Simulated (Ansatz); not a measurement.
Bulk modulus B0 (GPa) of solids drawn from the class of elemental solids other than molecular ones, at two levels: PBE in Ansatz (plane waves, PAW), and PBE-D3(BJ) (PAW; Ansatz, an electronic-structure program).

```json
[
 {"solid": "white tin (β-Sn)", "PBE": "47.6", "PBE-D3(BJ)": "53.9", "shift (%)": "+13.2"},
 {"solid": "bcc Ta", "PBE": "194", "PBE-D3(BJ)": "206", "shift (%)": "+6.2"},
 {"solid": "fcc Ag", "PBE": "91.5", "PBE-D3(BJ)": "111", "shift (%)": "+21"},
 {"solid": "bcc Cs", "PBE": "1.96", "PBE-D3(BJ)": "2.16", "shift (%)": "+10.2"},
 {"solid": "bcc W", "PBE": "303", "PBE-D3(BJ)": "318", "shift (%)": "+5.0"},
 {"solid": "fcc Cu", "PBE": "141", "PBE-D3(BJ)": "167", "shift (%)": "+18.4"},
 {"solid": "bcc Fe", "PBE": "197", "PBE-D3(BJ)": "212", "shift (%)": "+7.6"},
 {"solid": "bcc Mo", "PBE": "259", "PBE-D3(BJ)": "276", "shift (%)": "+6.6"},
 {"solid": "bcc K", "PBE": "3.58", "PBE-D3(BJ)": "4.15", "shift (%)": "+15.9"},
 {"solid": "fcc Sr", "PBE": "11.6", "PBE-D3(BJ)": "12.4", "shift (%)": "+6.9"}
]
```

The shifts run from +5.0 % to +21 %, with a median of +8.9 %.

Of 10 rows, PBE-D3(BJ) is the larger in 10 and the smaller in 0.

Ansatz's runs of these crystals have no spin polarisation, but for bcc Fe.

Density-functional runs with spin start from parallel moments for bcc Fe.

Spin–orbit coupling is left out, also for the solids with elements from indium on (white tin (β-Sn), bcc Ta, bcc Cs, bcc W); its size isn't shown.

In Ansatz's fits of the non-cubic solids, shape and atoms are relaxed at each volume.

Each level is taken at its own relaxed cell. Ansatz's density-functional and Hartree–Fock values are scalar-relativistic unless marked +SOC, with PAW data made under PBE.
